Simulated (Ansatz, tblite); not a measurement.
**GaCl2Br (GaBrCl2): a ladder of methods and basis sets**

Aim: run the singlet of GaCl2Br (GaBrCl2) at one geometry on many levels, and compare frontier levels, spin and run time.

The runs use Ansatz 0.2.0, Gaussian basis; as each input shows.

The runs, in order: GFN1-xTB, GFN2-xTB, PBE-D4/def2-TZVP, r2SCAN-D4/def2-TZVP, B2PLYP/def2-TZVP, r2SCAN0-D4/def2-TZVP, LC-ωPBE/def2-TZVP, LDA/def2-TZVP, ωB97X-V/def2-TZVP, r2SCANh-D4/def2-TZVP, revPBE-D4/def2-TZVP, PBE-D4/def2-SVP, PBE0-D4/def2-SVP, HF/STO-3G, CCSD(T)/def2-TZVPP, MP2/def2-TZVP, RPA/def2-TZVP.

## Step 1: The structure

The singlet was relaxed beforehand with B3LYP-D4/def2-SVP.

4 atoms, charge 0, spin multiplicity 1.

Bond lengths: Ga1–Cl2 2.138 Å, Ga1–Cl3 2.138 Å, Ga1–Br4 2.276 Å. Angles: Cl2–Ga1–Cl3 118.9°, Cl2–Ga1–Br4 120.6°, Cl3–Ga1–Br4 120.6°.

Geometry (Å):

```
Ga    0.01298    0.02184   -0.00006
Cl    2.15092    0.01612    0.01225
Cl   -1.01446    1.89668   -0.01760
Br   -1.14944   -1.93464    0.00543
```

PBE0-D4/def2-TZVP was run before; its log isn't repeated, and its numbers join the tables.

## Step 2: GFN1-xTB

Tight binding, by tblite at 300 K electronic temperature and without a spin-polarisation term:

```python
tblite.interface.Calculator('GFN1-xTB', numbers, positions, charge=0, uhf=0).singlepoint()
```

Energy -378.1526 eV, HOMO -12.54 eV, LUMO -7.34 eV; 0.005 s.

## Step 3: GFN2-xTB

Tight binding, by tblite at 300 K electronic temperature and without a spin-polarisation term:

```python
tblite.interface.Calculator('GFN2-xTB', numbers, positions, charge=0, uhf=0).singlepoint()
```

Energy -396.6344 eV, HOMO -12.55 eV, LUMO -8.83 eV; 0.004 s.

## Step 4: PBE-D4/def2-TZVP

start.molden holds the orbitals of an earlier run on this state, given as this run's starting guess.

The input, in.yaml:

```yaml
crystal:
  periodic: [false, false, false]
  atoms:
    - {symbol: Ga, position_ang: [0.012979, 0.021845, -0.000064]}
    - {symbol: Cl, position_ang: [2.150918, 0.016116, 0.012246]}
    - {symbol: Cl, position_ang: [-1.014458, 1.896682, -0.017600]}
    - {symbol: Br, position_ang: [-1.149439, -1.934643, 0.005427]}
basis:
  gaussian: {orbitals: def2-TZVP, initial_orbitals: start.molden}
hamiltonian: {xc: pbe, dispersion: d4}
scf: {omitted_lower_state_checks: [starts]}
output: {orbitals: {seedname: orbitals}}
```

Started as:

```console
$ ansatz run in.yaml --threads 4 --pin off --events-out ev --progress --plain --max-ram 3916MiB
```

The runs that follow: r2SCAN-D4/def2-TZVP; B2PLYP/def2-TZVP; r2SCAN0-D4/def2-TZVP; LC-ωPBE/def2-TZVP; LDA/def2-TZVP; ωB97X-V/def2-TZVP; r2SCANh-D4/def2-TZVP; revPBE-D4/def2-TZVP; PBE-D4/def2-SVP; PBE0-D4/def2-SVP; HF/STO-3G; CCSD(T)/def2-TZVPP; MP2/def2-TZVP; RPA/def2-TZVP.

Before running them: what should the planned runs give, taken together? Wanted: gap in def2-TZVP, named functionals, smallest and largest; correlation energy, CCSD(T)/def2-TZVPP; correlation energy, MP2/def2-TZVP; binding an atom, CCSD(T)/def2-TZVPP; PBE0 total energy, smallest basis above largest.

The runs gave:

| quantity | value |
| --- | --- |
| gap in def2-TZVP, named functionals, smallest and largest | 4.37 eV (LDA), 11.77 eV (LC-ωPBE) |
| correlation energy, CCSD(T)/def2-TZVPP | -25.05 eV |
| correlation energy, MP2/def2-TZVP | -23.12 eV |
| binding an atom, CCSD(T)/def2-TZVPP | 2.690 eV |
| PBE0 total energy, smallest basis above largest | 23.83 eV (def2-SVP, def2-TZVP) |

In words: Over the named functionals in def2-TZVP the gap runs from 4.37 eV (LDA) to 11.77 eV (LC-ωPBE); exact exchange widens it. The functionals in def2-TZVP miss CCSD(T)/def2-TZVPP by -0.034 (B2PLYP) to +0.468 eV (LDA) an atom. The reference is CCSD(T) in one finite basis, so it carries an error of its own, often a tenth of an eV or more, and near misses can't be ranked.
